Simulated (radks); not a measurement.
# Taking charge from the 1s level of O³⁺ in fractions

The task here is to estimate one member of a computed series from the others.

The numbers are computed with radks (a radial shooting solver on a logarithmic mesh, Libxc functionals) version 1 (scalar-relativistic Kohn-Sham, PBEsol, spin-polarised, spherical densities, point nucleus; open shells are filled with parallel spins first), except any that are marked as measured or tabulated.

### The system

```
element       : oxygen (Z = 8)
charge        : +3
electrons     : 5
configuration : 1s(up 1, down 1) 2s2 2p1
```

A shell typed twice in an input gives spin up, then spin down.

Set-up of the first run:

Input:

```text
Z 8
configuration 1s1 1s1 2s2 2p1
relativity scalar-relativistic
functional pbe_sol,pbe_sol
spin polarised
nucleus point
c 137.035999084
```

Among the steps run: Start: 1s(up 1, down 1) 2s2 2p1.

One table of the session follows, with a row left open; its other results are not shown here.

It belongs to the step «Start: 1s(up 1, down 1) 2s2 2p1». Sizes of the orbitals, from the radial functions (bohr):

| level | <r> | outermost maximum (interpolated) | 90 % within |
| --- | --- | --- | --- |
| 1s up | 0.1996 | 0.129 | 0.358 |
| 1s down | 0.1992 | 0.129 | 0.357 |
| 2s up | 0.9734 | 0.806 | 1.51 |
| 2s down | 0.9853 | 0.812 | 1.53 |
| 2p up | 0.9131 | 0.701 | 1.50 |
| 2p down | ? | ? | ? |

**Question.** Estimate the row for 2p down.

The run gave: <r>: 0.9300; outermost maximum (interpolated): 0.711; 90 % within: 1.53. In the column «<r>» it lies between 2p up (0.9131) and 2s up (0.9734).
